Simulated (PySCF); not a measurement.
# CH5NSi (SMILES C[Si]N) at 6 levels

We compute a comparison of 6 runs (HF/STO-3G, HF/3-21G, HF/def2-SVP, PBE0/def2-SVP, PBE0/pcseg-2, CCSD(T)/def2-TZVP) of CH5NSi. Input form: a Python script.

The calculation is run with PySCF 2.14.0.

## Step 1: The structure to begin with

CH5NSi has 8 atoms, charge 0, and is taken as a singlet. SMILES: `C[Si]N`. Geometry: relaxed at PBE0-D4/def2-TZVP. This is one conformer, not always the lowest.

Bond lengths: C1–Si2 1.904 Å, Si2–N3 1.709 Å, C1–H4 1.094 Å, C1–H5 1.094 Å, C1–H6 1.098 Å, N3–H7 1.008 Å, N3–H8 1.010 Å. Angles: C1–Si2–N3 98.7°, Si2–C1–H4 115.0°, Si2–C1–H5 110.7°, Si2–C1–H6 107.9°, Si2–N3–H7 121.7°, Si2–N3–H8 126.1°, H4–C1–H5 108.8°, H4–C1–H6 108.0°, H5–C1–H6 106.1°, H7–N3–H8 112.1°.

## Step 2: Energy and gradient at HF/STO-3G (run 1)

calc.py

```python
import pyscf.grad
from pyscf import gto

molecule = gto.Mole()
molecule.atom = '''
C     -1.247219     1.558457    -1.043318
Si     1.821318     1.235503     0.808236
N      1.761603    -1.954733     1.305234
H     -1.939615    -0.192374    -1.897852
H     -1.062971     2.992192    -2.521084
H     -2.704954     2.258223     0.256814
H      3.120316    -2.838180     2.305655
H      0.425566    -3.166614     0.680868
'''
molecule.spin = 0
molecule.unit = 'bohr'
molecule.basis = 'sto-3g'
molecule.max_memory = 1860
molecule.verbose = 3
molecule.charge = 0
molecule.build()

myscf = molecule.RHF()
myscf.conv_tol = 1e-10
myscf.kernel()
if not myscf.converged:
    myscf = myscf.newton().run(myscf.mo_coeff, myscf.mo_occ)

etot = myscf.e_tot
print('Final energy', etot)
grad = myscf.Gradients().kernel()
myscf.analyze()
```

Run with:

```sh
$ OMP_NUM_THREADS=1 python calc.py
```

Log:

```text
converged SCF energy = -379.643106506047
Final energy -379.6431065060466
--------------- RHF gradients ---------------
         x                y                z
0 C     0.0037035319     0.0008409936    -0.0033167626
1 Si    -0.0031132625     0.0102434717    -0.0024951036
2 N     0.0062550050    -0.0328879323     0.0092004676
3 H    -0.0015398037    -0.0095735862    -0.0028164844
4 H     0.0014005276     0.0083955186    -0.0053097173
5 H    -0.0054607575     0.0053679804     0.0084840643
6 H    -0.0049919730     0.0081137747    -0.0042859028
7 H     0.0037467322     0.0094997794     0.0005394390
----------------------------------------------
**** MO energy ****
MO #1   energy= -67.8868948517407  occ= 2
MO #2   energy= -15.2354269099643  occ= 2
MO #3   energy= -10.9472471170742  occ= 2
MO #4   energy= -5.88580260001962  occ= 2
MO #5   energy= -3.90414015547393  occ= 2
MO #6   energy= -3.90310379303749  occ= 2
MO #7   energy= -3.90189991869326  occ= 2
MO #8   energy= -1.04583728597273  occ= 2
MO #9   energy= -0.866630910636869 occ= 2
MO #10  energy= -0.58691625429901  occ= 2
MO #11  energy= -0.577188356053557 occ= 2
MO #12  energy= -0.490297506474769 occ= 2
MO #13  energy= -0.486351090887933 occ= 2
MO #14  energy= -0.386868262479497 occ= 2
MO #15  energy= -0.319150222663747 occ= 2
MO #16  energy= -0.216233952411301 occ= 2
MO #17  energy= 0.274300227873394  occ= 0
MO #18  energy= 0.513550047060325  occ= 0
MO #19  energy= 0.587097240915603  occ= 0
MO #20  energy= 0.713328805969039  occ= 0
MO #21  energy= 0.736445641567873  occ= 0
MO #22  energy= 0.775929339379556  occ= 0
MO #23  energy= 0.787338653720263  occ= 0
MO #24  energy= 0.814440841584983  occ= 0
 ** Mulliken atomic charges  **
charge of    0C =     -0.29704
charge of    1Si =      0.47026
charge of    2N =     -0.42282
charge of    3H =      0.01298
charge of    4H =      0.01653
charge of    5H =      0.01680
charge of    6H =      0.10203
charge of    7H =      0.10126
Dipole moment(X, Y, Z, Debye):  0.23382, -0.79151,  0.29809
```

Wall time 1.3 s (1 thread of Intel Xeon at 2.70GHz, shared host); peak memory 0.12 GiB.

## Step 3: Energy and gradient at HF/3-21G (run 2)

run.py

```python
from pyscf import gto

mol = gto.M(
    atom='''
C     -0.660000     0.824700    -0.552100
Si     0.963800     0.653800     0.427700
N      0.932200    -1.034400     0.690700
H     -1.026400    -0.101800    -1.004300
H     -0.562500     1.583400    -1.334100
H     -1.431400     1.195000     0.135900
H      1.651200    -1.501900     1.220100
H      0.225200    -1.675700     0.360300
''',
    max_memory=1860,
    charge=0,
    verbose=3,
    basis='3-21g',
)

calc0 = mol.RHF()
calc0.conv_tol = 1e-10
calc0.kernel()
if not calc0.converged:
    calc0 = calc0.newton().run(calc0.mo_coeff, calc0.mo_occ)

etot = calc0.e_tot
print(f'total energy: {etot:.8f} hartree')
grad = calc0.nuc_grad_method().kernel()
calc0.analyze()
```

Run with:

```sh
$ OMP_NUM_THREADS=1 python run.py
```

Log:

```text
converged SCF energy = -382.120939261044
total energy: -382.12093926 hartree
--------------- RHF gradients ---------------
         x                y                z
0 C     0.0178287918    -0.0051652199     0.0100952901
1 Si    -0.0134747343    -0.0115199602    -0.0048192669
2 N    -0.0011850880     0.0214093385    -0.0044667369
3 H    -0.0019990343    -0.0048080402    -0.0021570298
4 H     0.0008422601     0.0040155479    -0.0030210115
5 H    -0.0015587622     0.0018618453     0.0035896768
6 H     0.0037892564    -0.0019341553     0.0027088882
7 H    -0.0042426895    -0.0038593561    -0.0019298102
----------------------------------------------
**** MO energy ****
MO #1   energy= -68.289952886554   occ= 2
MO #2   energy= -15.4665690999955  occ= 2
MO #3   energy= -11.1371305133954  occ= 2
MO #4   energy= -6.09012855170465  occ= 2
MO #5   energy= -4.18338553224804  occ= 2
MO #6   energy= -4.18302351480057  occ= 2
MO #7   energy= -4.18120597958186  occ= 2
MO #8   energy= -1.1332737088493   occ= 2
MO #9   energy= -0.934919955803778 occ= 2
MO #10  energy= -0.668935072227942 occ= 2
MO #11  energy= -0.658358186100145 occ= 2
MO #12  energy= -0.548537730357227 occ= 2
MO #13  energy= -0.542847218603748 occ= 2
MO #14  energy= -0.468611389809427 occ= 2
MO #15  energy= -0.415951519365986 occ= 2
MO #16  energy= -0.303880791535527 occ= 2
MO #17  energy= 0.0897121818679083 occ= 0
MO #18  energy= 0.190985520390055  occ= 0
MO #19  energy= 0.251002509178282  occ= 0
MO #20  energy= 0.298392452250851  occ= 0
MO #21  energy= 0.323034729931996  occ= 0
MO #22  energy= 0.346044751364434  occ= 0
MO #23  energy= 0.352939503003995  occ= 0
MO #24  energy= 0.388778887536544  occ= 0
MO #25  energy= 0.508063655624217  occ= 0
MO #26  energy= 0.552483769608526  occ= 0
MO #27  energy= 0.615785598594703  occ= 0
MO #28  energy= 0.671657672981447  occ= 0
MO #29  energy= 0.952216261151592  occ= 0
MO #30  energy= 0.979348019425513  occ= 0
MO #31  energy= 1.08412933030467   occ= 0
MO #32  energy= 1.25364854786662   occ= 0
MO #33  energy= 1.30941563203293   occ= 0
MO #34  energy= 1.34021555247387   occ= 0
MO #35  energy= 1.35906793337719   occ= 0
MO #36  energy= 1.37525773565555   occ= 0
MO #37  energy= 1.42261086016156   occ= 0
MO #38  energy= 1.61719306700523   occ= 0
MO #39  energy= 1.64126024509266   occ= 0
MO #40  energy= 1.98335516627606   occ= 0
MO #41  energy= 2.56553937289355   occ= 0
 ** Mulliken atomic charges  **
charge of    0C =     -0.55218
charge of    1Si =      0.47428
charge of    2N =     -0.63124
charge of    3H =      0.08775
charge of    4H =      0.10252
charge of    5H =      0.10191
charge of    6H =      0.21349
charge of    7H =      0.20345
Dipole moment(X, Y, Z, Debye): -0.82006, -2.01933, -0.11499
```

It took 1.3 s on 1 thread of Intel Xeon at 2.70GHz, shared host; peak memory 0.12 GiB.

Runs 3 to 4 aren't shown in full; the table further down has their settings and results.

## Step 4: Energy and forces at PBE0/pcseg-2 (run 5)

input.xyz

```xyz
8

C     -0.660000     0.824700    -0.552100
Si     0.963800     0.653800     0.427700
N      0.932200    -1.034400     0.690700
H     -1.026400    -0.101800    -1.004300
H     -0.562500     1.583400    -1.334100
H     -1.431400     1.195000     0.135900
H      1.651200    -1.501900     1.220100
H      0.225200    -1.675700     0.360300
```

job.py

```python
from pyscf import gto, dft

mol = gto.Mole()
mol.atom = 'input.xyz'
mol.spin = 0
mol.verbose = 3
mol.basis = 'pcseg-2'
mol.max_memory = 1860
mol.charge = 0
mol.build()

mf = dft.RKS(mol)
mf.xc = 'pbe0'
mf.conv_tol = 1e-10
mf.grids.level = 5
mf.kernel()
if not mf.converged:
    mf = mf.newton().run(mf.mo_coeff, mf.mo_occ)

etot = mf.e_tot
print(f'total energy: {etot:.8f} hartree')
grad = mf.nuc_grad_method().kernel()
dip = mf.dip_moment()
pop, q = mf.mulliken_pop()
```

Run with:

```sh
$ OMP_NUM_THREADS=1 python job.py
```

Log:

```text
converged SCF energy = -385.172342742133
total energy: -385.17234274 hartree
[... 8 lines left out ...]
Dipole moment(X, Y, Z, Debye): -0.80632, -1.78664, -0.15952
[... 173 lines left out ...]
charge of    7H =      0.16504
```

Run time: 91 s. Hardware: 1 thread of Intel Xeon at 2.70GHz, shared host; peak memory 2.1 GiB.

## Step 5: The energy at CCSD(T)/def2-TZVP (run 6)

geometry.xyz

```xyz
8

C     -0.660000     0.824700    -0.552100
Si     0.963800     0.653800     0.427700
N      0.932200    -1.034400     0.690700
H     -1.026400    -0.101800    -1.004300
H     -0.562500     1.583400    -1.334100
H     -1.431400     1.195000     0.135900
H      1.651200    -1.501900     1.220100
H      0.225200    -1.675700     0.360300
```

input.py

```python
# C[Si]N
from pyscf import gto, cc

mol = gto.M(
    atom='geometry.xyz',
    basis='def2-tzvp',
    verbose=4,
    max_memory=1860,
)

calc0 = mol.RHF()
calc0.conv_tol = 1e-10
calc0.kernel()
if not calc0.converged:
    calc0 = calc0.newton().run(calc0.mo_coeff, calc0.mo_occ)

mycc = cc.CCSD(calc0, frozen=7)
mycc.kernel()
e_t = mycc.ccsd_t()
energy = mycc.e_tot + e_t
print(f'total energy: {energy:.8f} hartree')
dip = calc0.dip_moment()
pop, q = calc0.mulliken_pop()
```

Run with:

```sh
$ OMP_NUM_THREADS=1 python input.py
```

Log:

```text
PySCF version 2.14.0

[... 64 lines left out ...]
converged SCF energy = -384.20516043129
[... 12 lines left out ...]
Init t2, MP2 energy = -384.689563351514  E_corr(MP2) -0.48440292022391
[... 12 lines left out ...]
CCSD converged
[... 2 lines left out ...]
total energy: -384.74668534 hartree
Dipole moment(X, Y, Z, Debye): -0.82160, -1.76570, -0.18971
[... 138 lines left out ...]
charge of    7H =      0.24434
```

It took 84 s on 1 thread of Intel Xeon at 2.70GHz, shared host; peak memory 2.1 GiB.

## Step 6: All runs side by side

```tsv
run	level	integration grid	task	energy (Eh)	dipole moment (D) of the reference	HOMO energy (eV)	LUMO energy (eV)	wall time
1	HF/STO-3G	–	gradient	-379.643107	0.88	-5.88	7.46	1.3 s
2	HF/3-21G	–	gradient	-382.120939	2.18	-8.27	2.44	1.3 s
3	HF/def2-SVP	–	gradient	-383.992051	2.05	-8.36	2.41	5.7 s
4	PBE0/def2-SVP	5	gradient	-384.952885	2.24	-5.91	-0.88	20 s
5	PBE0/pcseg-2	5	gradient	-385.172343	1.97	-6.06	-1.13	91 s
6	CCSD(T)/def2-TZVP	–	energy	-384.746685	1.96	-8.43	2.04	84 s
```

## Step 7: Results

| quantity | value |
| --- | --- |
| run 6: total energy | -384.74669 Eh |
| run 6: dipole moment (Hartree–Fock density) | 1.96 D |
| run 6: HOMO energy (Hartree–Fock orbitals) | -8.43 eV |
| run 6: LUMO energy (Hartree–Fock orbitals) | 2.04 eV |
| run 6: HOMO–LUMO gap (Hartree–Fock orbitals) | 10.47 eV |
| run 6: correlation energy (7 core orbitals frozen) | -541.5 mEh |
| run 6: (T) correction | -20.41 mEh |
| run 6: T1 diagnostic | 0.013 |

What this shows: Over runs 1, 2, 3, 4, 5 the dipole moment (its size) runs from 0.88 D (HF/STO-3G) to 2.24 D (PBE0/def2-SVP). The two ends differ in method and basis. Over runs 1, 2, 3, 4, 5 the HOMO–LUMO gap runs from 4.92 eV (PBE0/pcseg-2) to 13.35 eV (HF/STO-3G). In run 1 the basis is minimal, so the values are rough. All runs together took 3.4 min, the longest 91 s.
